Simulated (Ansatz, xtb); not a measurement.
Relative energy of two isomers of C4H5S−

Structure X is `C=CC(=C)[S-]`, a singlet and structure Y is `C=C/C=C\[S-]`, a singlet. Both are isolated ions in the gas phase, relaxed with PBE0-D3(BJ)/def2-SVPD; the shapes shown needn't be the lowest conformers.

X (Å):

```xyz
10

C    -3.0425   -1.9195    0.5912
C    -1.7541   -2.1591    0.3156
C    -0.6617   -1.1600    0.2959
C     0.5729   -1.6509   -0.0152
S    -1.0096    0.5099    0.6566
H    -3.7821   -2.7245    0.5815
H    -3.3529   -0.8980    0.8291
H    -1.4471   -3.1868    0.0772
H     0.7140   -2.7158   -0.2306
H     1.4457   -0.9976   -0.0568
```

Y (Å):

```xyz
10

C    -2.8680   -1.0281   -0.4428
C    -1.9050   -1.8143    0.0944
C    -0.5819   -1.4187    0.4797
C     0.3672   -2.2534    1.0230
S     0.2859   -3.9276    1.3934
H    -3.8504   -1.4282   -0.7035
H    -2.6967    0.0364   -0.6351
H    -2.1238   -2.8751    0.2682
H    -0.3059   -0.3673    0.3286
H     1.3262   -1.7640    1.2538
```

Quicker runs give these differences E(Y) − E(X): GFN2-xTB −8.5 kcal/mol; HF/STO-3G −13.1 kcal/mol (at GFN2-xTB geometries); r2SCAN-D4/def2-SVPD −7.6 kcal/mol (at GFN2-xTB geometries).

**Question.** Estimate E(Y) − E(X) at the level CCSD(T)/def2-SVPD + ΔMP2/def2-TZVPPD.

**Answer.** Calculated at CCSD(T)/def2-SVPD + ΔMP2/def2-TZVPPD: E(Y) − E(X) = −3.6 kcal/mol, so structure Y lies lower.

The same difference at several levels:

```csv
level,geometry,E(Y) − E(X) (kcal/mol),departure from the last row (kcal/mol),"job, with rough time for the two"
GFN2-xTB,GFN2-xTB,−8.5,−4.9,"optimisation, 0.16 s"
HF/STO-3G,GFN2-xTB,−13.1,−9.5,"single point, 0.6 s"
r2SCAN-D4/def2-SVPD,GFN2-xTB,−7.6,−4.0,"single point, 7.5 s"
PBE0-D3(BJ)/def2-SVPD,PBE0-D3(BJ)/def2-SVPD,−6.7,−3.1,"optimisation, 41 s"
HF/def2-SVPD,PBE0-D3(BJ)/def2-SVPD,−5.4,−1.8,part of the CCSD(T) run
MP2/def2-SVPD,PBE0-D3(BJ)/def2-SVPD,−4.1,−0.6,part of the CCSD(T) run
CCSD(T)/def2-SVPD,PBE0-D3(BJ)/def2-SVPD,−3.7,−0.1,single point
CCSD(T)/def2-SVPD + ΔMP2/def2-TZVPPD,PBE0-D3(BJ)/def2-SVPD,−3.6,,"single point, 1.8 min"
```

As drawn, both hold the same kinds of bond in the same numbers.

The levels shown agree on the order. The largest departure from CCSD(T)/def2-SVPD + ΔMP2/def2-TZVPPD is that of HF/STO-3G, 9.5 kcal/mol. The last row adds to CCSD(T) the change of the MP2 difference between the two basis sets, here +0.1 kcal/mol.

With thermal terms from frequencies at re-optimised GFN2-xTB minima (ideal gas, soft modes damped towards free rotors, one conformer each, 298.15 K, 1 atm): the zero-point term adds +0.3 kcal/mol; ΔH is −3.3 and ΔG −3.2 kcal/mol.

The correlated steps freeze 9 core orbitals. Run with Ansatz 0.2.0, xtb 6.7.1; the last row on 2 threads of Intel(R) Xeon(R) Processor @ 2.70GHz on a shared host.
